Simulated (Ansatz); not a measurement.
The input, for Ansatz 0.2.0:

```yaml
crystal:
  periodic: [false, false, false]
  atoms:
    - {symbol: Ga, position_ang: [0.000000, 0.000000, -0.010500]}
    - {symbol: H, position_ang: [0.000000, 1.728224, 0.363155]}
    - {symbol: H, position_ang: [0.000000, -1.728224, 0.363155]}
basis:
  gaussian: {orbitals: def2-mTZVP}
total_charge: 1
magnetization: {spin_polarized: true, initial_magnetization: 2}
hamiltonian: {xc: hf}
accuracy: high
scf: {lower_state_search: off}
output: {orbitals: {seedname: orbitals}}
```

```sh
$ ansatz run in.yaml --threads 1 --pin off --events-out ev --progress --plain --max-ram 2393MiB
```

Output:

```
these checks for a lower state are left out or cut short: stability, starts, cluster_reference, orbital_swaps, neighbouring_geometries, increment
693 factors; integrals over basis functions are off by at most 4.3e-9 eV
mean field evaluation 1: about -52353.0543 eV, gradient 6.1e0 eV
mean field evaluation 2: about -52353.1314 eV, gradient 6.2e0 eV
mean field evaluation 4: about -52353.8199 eV, gradient 2.0e0 eV
mean field evaluation 8: about -52353.9007 eV, gradient 2.5e-1 eV
mean field evaluation 16: about -52353.9040 eV, gradient 8.9e-9 eV
mean field -52353.90402954 eV, -1923.9704863350 hartree, gradient 1.6e-8 eV, S^2 2.114967; 0 other end points of the search recorded, 0 dependent functions left out
reference -52353.90402954 eV, -1923.9704863350 hartree; 17, 15 occupied and 25, 27 virtual orbitals, 693 factors
Total energy: -52353.90402954 eV, -1923.9704863350 hartree
Checks for a lower state left out: stability, starts, cluster_reference, orbital_swaps, neighbouring_geometries, increment
```

Ran on 1 thread of Intel Xeon, shared host: 1.8 s wall, 0.18 GiB peak host memory.
